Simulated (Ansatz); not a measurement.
Energy needed to pull apart CH$_{2}$OSi (SMILES C=[Si]=O), singlet, into free ground-state atoms, from the structure below (at a frame of a short PBE0-D4/def2-SVP trajectory); no zero-point or spin–orbit terms; open-shell atoms are treated unrestricted, in their ground-state multiplicity.

```
5
angstrom
C -0.1618 0.5831 -0.4496
Si 0.3500 -0.7320 0.4934
O 0.9335 -1.9380 1.1899
H -0.1275 1.5522 0.1127
H -0.9340 0.5153 -1.2488
```

Program: Ansatz 0.2.0. Basis: def2-TZVPP. Cores are frozen in the correlated methods.

```json
{"method": "PBE-D4", "atomization energy (eV)": "?"}
{"method": "r2SCAN-D4", "atomization energy (eV)": "?"}
{"method": "PBE0-D4", "atomization energy (eV)": "18.73"}
{"method": "wB97M-V", "atomization energy (eV)": "18.90"}
{"method": "HF", "atomization energy (eV)": "12.10"}
{"method": "MP2", "atomization energy (eV)": "18.97"}
{"method": "CCSD", "atomization energy (eV)": "17.70"}
{"method": "CCSD(T)", "atomization energy (eV)": "18.22"}
```

**Question.** What does r2SCAN-D4 give? (To be estimated.)

**Answer.** By the calculation: 19.00 eV, which is about 0.77 eV more than CCSD(T)/def2-TZVPP.

**Question.** What does PBE-D4 give? (An estimate is asked for; the value comes from the calculation.)

**Answer.** Computed: 19.56 eV, which is about 1.34 eV more than CCSD(T)/def2-TZVPP.

In triple zeta the MP2 and coupled-cluster atomization energies are still short of their basis limit by a few kcal/mol a bond, whereas those of the functionals are nearly converged, so these differences are not deviations from converged CCSD(T).

T1 diagnostic: at most 0.022.

For scale, one of the runs: CCSD(T)/def2-TZVPP forces, 132 basis functions, launched by `ansatz run in.yaml --threads 2 --pin off --events-out ev --progress --plain --max-ram 3481MiB`. Hardware: 2 CPU threads of an Intel Xeon, shared host. Wall time 100 s; peak host memory 1.1 GiB.
